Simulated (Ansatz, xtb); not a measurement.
# Relative energy of two structures of ClHMgO

We compare a, the triplet with the links of `[OH][Mg][Cl]`, with b, a singlet given by its coordinates. Both are isolated molecules in the gas phase, relaxed with PBE0-D4/def2-SVP.

a (Å):

```tsv
atom	x (Å)	y (Å)	z (Å)
Cl	1.0978	-1.1559	-0.4000
Mg	-0.4306	-0.8043	1.3837
O	-0.4092	0.7251	0.1210
H	0.3228	1.3151	-0.1115
```

b (Å):

| atom | x (Å) | y (Å) | z (Å) |
| --- | --- | --- | --- |
| Cl | -0.0296 | -0.5437 | -1.9160 |
| Mg | 0.0009 | 0.0302 | 0.6546 |
| O | 0.0360 | 0.9238 | -1.0123 |
| H | -0.0200 | -0.5297 | 2.2433 |

Close contacts (Å): Cl1–Mg2 2.63, Cl1–O3 1.72, Mg2–O3 1.89, Mg2–H4 1.68.

**Question.** Which of the two would you expect CCSD(T)/def2-TZVP electronic energies to favour?

**Answer.** Structure a; the calculation gives E(b) − E(a) = +0.529 eV.

The same difference at several levels:

```
            level          geometry  E(b) − E(a) (eV)  departure from the last row (eV)  job, with rough time for the two
 PBE0-D4/def2-SVP  PBE0-D4/def2-SVP              +1.123                            +0.594             optimisation, 3.4 min
     HF/def2-TZVP  PBE0-D4/def2-SVP              +1.626                            +1.097           part of the CCSD(T) run
    MP2/def2-TZVP  PBE0-D4/def2-SVP              +0.235                            −0.294           part of the CCSD(T) run
CCSD(T)/def2-TZVP  PBE0-D4/def2-SVP              +0.529                                                  single point, 45 s
```

The levels shown agree on the order. The largest departure from CCSD(T)/def2-TZVP is that of HF/def2-TZVP, 1.097 eV. At CCSD(T)/def2-TZVP a singlet with the links of a lies below this triplet. Levels run at GFN2-xTB geometries aren't shown.

With harmonic frequencies from PBE0-D4/def2-SVP (ideal gas, rigid rotor, one conformer each, 298.15 K, 1 atm): on the last row, ΔE + ΔZPE = +0.403, ΔH = +0.404, ΔG = +0.430 eV.

Open shells are spin-unrestricted. The correlated steps freeze 7 core orbitals; the last core shell of Mg is correlated, in a basis made for valence electrons. ΔG holds the spin degeneracy. Mirror images aren't counted in ΔG. Run with Ansatz 0.2.0; the last row on 2 threads of Arm Neoverse V1 on a shared host.
